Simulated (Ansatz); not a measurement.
Au–SiH$_{3}$, singlet: reading a ladder of total energies

Geometry: displaced at random from a stationary point.

```yaml
atoms:
  - { symbol: Au, position_ang: [-0.3182, 0.0039, 0.0038] }
  - { symbol: Si, position_ang: [1.9694, -0.0269, -0.0201] }
  - { symbol: H, position_ang: [2.5116, -1.3697, -0.0605] }
  - { symbol: H, position_ang: [2.4291, 0.6702, 1.1731] }
  - { symbol: H, position_ang: [2.3731, 0.6776, -1.3013] }
```

Basis def2-SVP with its core potentials; Ansatz 0.2.0. Correlated methods freeze the noble-gas cores, which leaves 18 electrons in 56 orbitals. Prefix R: restricted or restricted open-shell reference. No spin–orbit coupling is included; scalar relativity enters through the core potentials alone. The metal's outer-core shells are frozen, which leaves out core–valence correlation.

Full CI isn't at hand for all of this; RCCSDT(Q) serves as the reference, and is uncertain by the last step of the cluster series or more.

RCCSD has a T1 diagnostic of 0.022 and a largest doubles amplitude of 0.04.

Runs differ by some tens of microhartree through their thresholds, so steps under 0.03 kcal/mol mean nothing.

```json
{"level": "RHF", "total energy (hartree)": "-425.376111"}
{"level": "RMP2", "total energy (hartree)": "-425.776412"}
{"level": "RCCSD", "total energy (hartree)": "-425.780011"}
{"level": "RCCSD(T)", "total energy (hartree)": "-425.789963"}
{"level": "RCCSDT", "total energy (hartree)": "-425.790265"}
{"level": "RCCSDT(Q)", "total energy (hartree)": "-425.790769"}
```

Task: What is the correlation energy at RCCSDT(Q), and what share of it do RMP2 and RCCSD(T) recover?

Result: E(corr) = -425.790769 − (-425.376111) = -0.414658 hartree = -11.283 eV. RMP2: -0.400301 / -0.414658 = 96.54 %. RCCSD(T): -0.413852 / -0.414658 = 99.81 %.

Task: By how many kcal/mol does RCCSD(T) miss RCCSDT(Q) (1 hartree = 627.509 kcal/mol), and which steps make up the rest?

Result: -425.789963 − (-425.790769) = 0.000806 hartree = 0.51 kcal/mol. Steps: RCCSDT − RCCSD(T) = -0.19, RCCSDT(Q) − RCCSDT = -0.32 kcal/mol. That is within 1 kcal/mol of the reference in this basis, which itself misses far more of the correlation at the basis-set limit.
